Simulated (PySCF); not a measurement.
Cyclooctatetraene radical anion, C₈H₈ (charge -1 and doublet state).
Atom-mapped SMILES: `[CH:1]1=[CH:2]\[CH:3]=[CH:4]/[CH:5]=[CH:6]\[CH:7]=[CH:8]/1` (hydrogens: H9 on C1; H10 on C2; H11 on C3; H12 on C4; H13 on C5; H14 on C6; H15 on C7; H16 on C8)

Cartesian coordinates in Å at the PBE0-D3(BJ)/def2-SVP level; atoms count from 1:
```
atom  x, y, z in Å
C1    -1.654   -0.799    0.116
C2    -0.647   -1.720   -0.071
C3     0.782   -1.648   -0.224
C4     1.710   -0.631   -0.243
C5     1.652    0.801   -0.119
C6     0.645    1.722    0.069
C7    -0.784    1.651    0.222
C8    -1.712    0.633    0.239
H9    -2.649   -1.259    0.188
H10   -1.014   -2.755   -0.115
H11    1.231   -2.642   -0.355
H12    2.739   -0.990   -0.387
H13    2.647    1.261   -0.191
H14    1.012    2.757    0.114
H15   -1.233    2.645    0.353
H16   -2.741    0.993    0.382
```

The hyperfine couplings belong to this conformer and change with its torsions.

The species is cyclooctatetraene radical anion (`C1=C\C=C/C=C\C=C/1`) [SMILES of the parent framework; charge -1 and doublet state].

Method: UKS B3LYP, IGLO-III on C, pcH-1 on H, non-relativistic, mean-field spin-orbit, GIAO in PySCF 2.14.0. Whether the extra electron is bound in the gas phase wasn't checked; a finite basis holds it in any case. No stability test was run, so a lower SCF solution isn't excluded. No frequencies were computed at this geometry's level, so the symmetric structure isn't shown to be a minimum.

(1) What is the g tensor, term by term?

(2) What are the electron Larmor frequencies g μB B/h along the three axes at 340 mT?

(3) How much does each term add to the isotropic shift?

(4) At 9.532 GHz, how far is the centre of the isotropic spectrum from where a free electron (g = 2.002319) resonates?

(5) In a frozen sample, at which fields do the three g values resonate at 9.5, 34, 94 and 263 GHz (hyperfine left aside), and which band first spreads them over more than twice a line width of 0.5 mT?

Answers

(1) 
```json
{"Δg (ppm)": "relativistic mass correction", "1": "-135", "2": "-135", "3": "-135"}
{"Δg (ppm)": "gauge correction", "1": "24", "2": "38", "3": "38"}
{"Δg (ppm)": "orbital Zeeman/spin–orbit", "1": "-15", "2": "471", "3": "472"}
{"Δg (ppm)": "total", "1": "-126", "2": "375", "3": "375"}
```

So g = 2.00219, 2.00269, 2.00269 and g_iso = 2.00253; the tensor is axial. Axes: g1 is normal to the molecular plane.

(2) 9.5279, 9.5303, 9.5303 GHz for g1, g2 and g3, a range of 2.4 MHz.

(3) The orbital-Zeeman/spin–orbit term 309, the mass correction -135 and the gauge correction 33 ppm, for a total of 208 ppm. The orbital-Zeeman/spin–orbit term is the largest in size. The mass correction is the same along every axis, so the anisotropy comes from the other two: their spans along these axes are 15 (gauge) and 487 ppm (orbital Zeeman/spin–orbit).

(4) B = hν/(g μB) with μB/h = 13.99624 MHz/mT gives 340.13 mT for the free electron and 340.09 mT at g_iso, 0.04 mT lower.

(5) 
```tsv
band	GHz	B(g3) mT	B(g2) mT	B(g1) mT	spread mT
X	9.5	338.92	338.92	339.00	0.08
Q	34.0	1212.98	1212.98	1213.28	0.30
W	94.0	3353.53	3353.53	3354.36	0.84
J	263.0	9382.73	9382.74	9385.08	2.35
```

The spread grows in proportion to the frequency. J band is the first where it exceeds 1.0 mT.

Largest spin populations (Mulliken): C7 (+0.14), C1 (+0.14), C3 (+0.14) and C5 (+0.14).

The HOMO–LUMO gaps are 4.51 eV among the α and 1.81 eV among the β orbitals.
